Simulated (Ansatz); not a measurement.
Structure relaxation of MoOs₃

The calculation used Ansatz, DFT PBE, scalar-relativistic, plane waves, PAW. Cutoff 420 eV, Γ-centred k mesh, Gaussian smearing, no spin polarisation in the final step.

The start puts MoOs₃ on the Cu3Au (L1_2) structure type (Pm-3m, No. 221), with Mo in place of Au, Os in place of Cu, at a guessed volume.

```
CELL_PARAMETERS angstrom
3.76633 0.00000 0.00000
0.00000 3.76633 0.00000
0.00000 0.00000 3.76633
ATOMIC_POSITIONS crystal
Mo 0.00000 0.00000 0.00000
Os 0.00000 0.50000 0.50000
Os 0.50000 0.00000 0.50000
Os 0.50000 0.50000 0.00000
```

Cell and atoms relax at zero pressure; the relaxation can't lower the symmetry of the start. After a coarse first stage the cell is made exact in the group found at 0.06 Å.

Formation energies are uncorrected and refer to the elements' standard structures at the same level.

Question: Describe the relaxed structure.

Answer: It keeps Pm-3m (No. 221). The result has the Cu3Au (L1_2) structure. Conventional cell: a = 3.885 Å. Mo is coordinated by 12 Os at 2.75 Å; Os has 4 Mo at 2.75 Å and 8 Os at 2.75 Å.

```cif
data_structure
_symmetry_space_group_name_H-M 'Pm-3m'
_symmetry_Int_Tables_number 221
_cell_length_a 3.8846
_cell_length_b 3.8846
_cell_length_c 3.8846
_cell_angle_alpha 90.000
_cell_angle_beta 90.000
_cell_angle_gamma 90.000
_cell_volume 58.62
loop_
_atom_site_label
_atom_site_type_symbol
_atom_site_symmetry_multiplicity
_atom_site_Wyckoff_symbol
_atom_site_fract_x
_atom_site_fract_y
_atom_site_fract_z
_atom_site_occupancy
Mo1 Mo 1 a 0.00000 0.00000 0.00000 1
Os1 Os 3 c 0.00000 0.50000 0.50000 1
```

Question: What are its volume, energy, density and gap?

Answer: The volume per atom is 14.66 Å³. The density is 18.88 g/cm³. The energy over the elements is 0.03 eV/atom and the gap on the 12×12×12 mesh is 0 eV (a metal).

The final run used a 12×12×12 mesh on its 4-atom cell and 0.10 eV smearing. The k mesh leaves about 4 meV/atom of noise in metals. Spin–orbit coupling is left out. Symmetry constrained the relaxation, so the result can be a saddle point. The steps took about 50 core-seconds in all.

Cost: 3 runs of about 0.84 core-minutes in all, on Arm Neoverse V1 (shared hosts).